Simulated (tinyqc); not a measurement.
Inside a calculation. Method: Pariser-Parr-Pople SCF with singles CI, for the molecule C=C1C=C1N (SMILES; centres numbered as the heavy atoms are written). One step of it, computed by the program tinyqc.

Task: Iteration 2: Fock matrix. F_rr = H_rr + P_rr gamma_rr / 2 + sum_(s != r) P_ss gamma_rs; F_rs = H_rs - P_rs gamma_rs / 2; E = tr P (H + F) / 2 + core repulsion sum_(r<s) z_r z_s gamma_rs.

P after iteration 1, lower triangle:
```
           1C         2C         3C        4C        5N
1C   1.374437
2C   0.822781   0.914379
3C  -0.355683   0.416615   1.036703
4C  -0.224800   0.354633   0.748550  0.910076
5N   0.076040  -0.127937  -0.371816  0.505259  1.764405
```

core matrix H (eV), lower triangle:
```
            1C          2C          3C          4C          5N
1C  -36.901559
2C   -2.390000  -45.329969
3C    0.000000   -2.390000  -42.472242
4C    0.000000   -2.390000   -2.390000  -49.269650
5N    0.000000    0.000000    0.000000   -2.160000  -50.917372
```

repulsion gamma_rs (eV), lower triangle:
```
           1C         2C         3C         4C         5N
1C  11.610000
2C   7.699974  11.610000
3C   4.840448   7.699974  11.610000
4C   4.840159   7.698811   7.699974  11.610000
5N   3.645490   5.000605   5.000924   8.400353  17.490000
```

Centres (angstrom, eV; a flat drawing with bonds scaled to 1.40 angstrom):
```
centre          x          y  core charge z          W   gamma_rr
1C       1.912000  -0.662000              1  12.230000  11.610000
2C       0.700000   0.038000              1  12.230000  11.610000
3C       0.000000   1.250000              1  12.230000  11.610000
4C      -0.700000   0.038000              1  12.230000  11.610000
5N      -1.912000  -0.662000              2  28.870000  17.490000
```

Give: F; pi energy.

Result:

F (eV), lower triangle:
```
         1C       2C       3C       4C        5N
1C  -6.0271
2C  -5.5577  -5.6267
3C   0.8608  -3.9940  -6.9294
4C   0.5440  -3.7551  -5.2719  -7.4903
5N  -0.1386   0.3199   0.9297  -4.2822  -13.0753
```

pi energy = -97.3080 eV
